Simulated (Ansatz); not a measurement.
System (SMILES): Cl[B]Cl, doublet.
Atoms: B1, Cl2, Cl3. Bonds: B1-Cl2, B1-Cl3.

Basis-set convergence of the harmonic zero-point energy at PBE0 with Ansatz (a quantum-chemistry and plane-wave program). Each level at its own minimum, finite differences of forces, unscaled; the reference is a large set that could be run, not a limit. Cartesian d functions, on some or all atoms, in 6-31+G*, 6-311G**, 6-311+G**; all else is spherical. The program fits the integrals of some runs and decomposes those of others, by size. Open shells are unrestricted. No added dispersion term, no relativity. Reference: the value in aug-pcseg-2, 2.86 kcal/mol. Deviations are taken from unrounded values.

| basis | functions | harmonic zero-point energy (kcal/mol) | minus reference (kcal/mol) |
|---|---|---|---|
| STO-3G | 23 | 3.09 | 0.23 |
| 3-21G | 35 | 2.63 | -0.23 |
| 6-31G | 35 | 2.69 | -0.16 |
| pcseg-0 | 35 | 2.60 | -0.26 |
| pcseg-1 | 50 | 2.87 | 0.02 |
| cc-pV(D+d)Z | 60 | 2.89 | 0.03 |
| 6-31+G* | 65 | 2.87 | 0.02 |
| 6-311G** | 72 | 2.87 | 0.01 |
| 6-311+G** | 84 | 2.86 | 0.00 |
| 6-311++G(2d,2p) | 97 | 2.83 | -0.02 |
| def2-TZVP | 105 | 2.85 | 0.00 |
| aug-pcseg-2 | 146 | 2.86 | 0.00 |
| cc-pCVTZ | 161 | 2.85 | -0.01 |
